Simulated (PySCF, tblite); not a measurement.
Isomers of C4H9S (doublet state), one GFN2-xTB conformer each. Single-point energies are computed at B3LYP/pcH-1 (PySCF, gas phase, no added dispersion term), electronic only. GFN2-xTB treats the open shell by occupation alone, and not every SCF solution was tested for stability.

| SMILES | GFN2-xTB relative energy (kJ/mol) |
| --- | --- |
| C[CH]SCC | 26.8 |
| [CH2][C@@H](S)CC | 45.8 |
| CC[C](C)S | 0.0 |

Conformers: `[CH3:1][CH:2][S:3][CH2:4][CH3:5]` (doublet state) with C1–C2–S3–C4 48°, C2–S3–C4–C5 62°; `[CH2:1][C@@H:2]([SH:3])[CH2:4][CH3:5]` (doublet state) with H–C1–C2–S3 -88° and 78°, C1–C2–S3–H 62°, C1–C2–C4–C5 71°; `[CH3:1][CH2:2][C:3]([CH3:4])[SH:5]` (doublet state) with C1–C2–C3–C4 -82°, C2–C3–S5–H 30°.

Task: What does B3LYP/pcH-1 give for the same structures?

Result: 
| SMILES | B3LYP/pcH-1 E (Eh) | B3LYP/pcH-1 (kJ/mol) | GFN2-xTB (kJ/mol) | point group |
| --- | --- | --- | --- | --- |
| CC[C](C)S | -556.01221 | 0.0 | 0.0 | C1 |
| C[CH]SCC | -556.00749 | 12.4 | 26.8 | C1 |
| [CH2][C@@H](S)CC | -555.99871 | 35.5 | 45.8 | C1 |

Both levels put the same isomer lowest; measured from each level's own lowest isomer, the values differ by up to 14.4 kJ/mol (C[CH]SCC: 26.8 against 12.4). Neighbours under 21 kJ/mol apart (CC[C](C)S and C[CH]SCC) can change places with a better method, another conformer or zero-point energy.

Task: What happens when harmonic zero-point energies from GFN2-xTB frequencies are added?

Result: 
| SMILES | ZPE (kJ/mol) | electronic (kJ/mol) | with ZPE (kJ/mol) |
| --- | --- | --- | --- |
| CC[C](C)S | 303.7 | 0.0 | 0.0 |
| C[CH]SCC | 307.2 | 12.4 | 15.9 |
| [CH2][C@@H](S)CC | 300.4 | 35.5 | 32.1 |

The zero-point energies span 6.8 kJ/mol. The order is unchanged.
